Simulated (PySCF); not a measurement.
**TDDFT beside published excitation energies**

Published values to compare with (the computed states carry no symmetry labels, so the two lists aren't matched line by line):

```json
{"state": "3A1(π→π*)", "E (eV)": "3.89", "f": "", "kind of transition": "vertical absorption", "source": "[1]"}
{"state": "1B2(π→π*)", "E (eV)": "4.53", "f": "", "kind of transition": "0-0 transition", "source": "[2]"}
{"state": "3B2(π→π*)", "E (eV)": "4.65", "f": "", "kind of transition": "vertical absorption", "source": "[1]"}
{"state": "3A1(π→π*)", "E (eV)": "4.70", "f": "", "kind of transition": "vertical absorption", "source": "[1]"}
{"state": "1B2(π→π*)", "E (eV)": "4.86", "f": "0.003", "kind of transition": "vertical absorption", "source": "[1]"}
{"state": "1A1(π→π*)", "E (eV)": "5.53", "f": "", "kind of transition": "0-0 transition", "source": "[2]"}
{"state": "3B2(π→π*)", "E (eV)": "5.65", "f": "", "kind of transition": "vertical absorption", "source": "[1]"}
{"state": "1A1(π→π*)", "E (eV)": "6.03", "f": "0.214", "kind of transition": "vertical absorption", "source": "[1]"}
{"state": "1B2(π→π*)", "E (eV)": "6.53", "f": "", "kind of transition": "absorption maximum", "source": "[2]"}
{"state": "1A1(π→π*)", "E (eV)": "6.62", "f": "", "kind of transition": "absorption maximum", "source": "[2]"}
{"state": "1B1(Ryd)", "E (eV)": "6.83", "f": "0.006", "kind of transition": "vertical absorption", "source": "[1]"}
{"state": "1B2(π→π*)", "E (eV)": "6.90", "f": "0.426", "kind of transition": "vertical absorption", "source": "[1]"}
{"state": "1A2(Ryd)", "E (eV)": "6.98", "f": "", "kind of transition": "vertical absorption", "source": "[1]"}
{"state": "1A1(π→π*)", "E (eV)": "6.98", "f": "0.604", "kind of transition": "vertical absorption", "source": "[1]"}
{"state": "1A2(πCN→π*)", "E (eV)": "7.05", "f": "", "kind of transition": "vertical absorption", "source": "[3]"}
{"state": "1A2(wCT, π→π*)", "E (eV)": "7.05", "f": "", "kind of transition": "vertical absorption", "source": "[1]"}
```

[1] computed, theoretical best estimate (aug-cc-pVTZ), gas; Loos, Jacquemin, substituted benzenes, arXiv:2401.13809 (2024)
[2] measured, gas; Loos, Jacquemin, substituted benzenes, arXiv:2401.13809 (2024)
[3] computed, theoretical best estimate (aug-cc-pVQZ), gas; Loos, Comin, Blase, Jacquemin, intramolecular charge-transfer excitations (2021), arXiv:2103.02947

Species: C₇H₅N.
Atom-mapped SMILES: `[N:1]#[C:2][c:3]1[cH:4][cH:5][cH:6][cH:7][cH:8]1` (hydrogens: H9 on C4; H10 on C5; H11 on C6; H12 on C7; H13 on C8)

Structure used (PBE0-D3(BJ)/def2-SVP), in Å, numbered top down from 1:
```xyz
13
C7H5N angstrom
N      3.5755    0.6780   -0.0188
C      2.4337    0.4771   -0.0318
C      1.0230    0.2278   -0.0484
C      0.1222    1.3000    0.0392
C     -1.2462    1.0523    0.0228
C     -1.7209   -0.2553   -0.0800
C     -0.8260   -1.3217   -0.1672
C      0.5447   -1.0872   -0.1519
H      0.5041    2.3192    0.1199
H     -1.9476    1.8866    0.0913
H     -2.7967   -0.4448   -0.0924
H     -1.1986   -2.3451   -0.2482
H      1.2535   -1.9144   -0.2198
```

Computed, not measured: TDDFT wB97X-D/def2-SVPD, vertical, gas phase, core orbitals frozen in the response in PySCF 2.14.0, density-fitted response routines.

Computed singlets: 5.25 eV (f 0.008); 5.74 eV (f 0.206); 6.65 eV (f 0.000); 6.80 eV (f 0.414); 6.86 eV (f 0.585); 7.19 eV (f 0.000); 7.69 eV (f 0.000); 7.69 eV (f 0.005); 7.73 eV (f 0.000); 7.81 eV (f 0.130). Computed triplets (Tamm–Dancoff): 3.87, 4.56, 4.73, 5.17 eV.

How does the lowest computed singlet compare with the best estimate listed for the lowest singlet (vertical absorption)?

5.25 eV against 4.86 eV for 1B2(π→π*) [1]: a difference of +0.39 eV. Geometry and basis of the two calculations needn't be the same.

How does the lowest computed triplet compare with the best estimate listed for the lowest triplet (vertical absorption)?

3.87 eV against 3.89 eV for 3A1(π→π*) [1]: a difference of -0.02 eV. Geometry and basis of the two calculations needn't be the same.

Adiabatic (Te) and 0-0 energies refer to the relaxed excited state and aren't the vertical quantity computed here.

A measured band maximum holds vibronic effects and, in solution, solvent shifts, so it needn't equal the vertical energy.

The vertical ionisation energy (ΔSCF) is 9.76 eV, 1.95 eV above S10.

Time: 84 s of wall time. Hardware: an Arm Neoverse V2 with one thread, on a shared host.
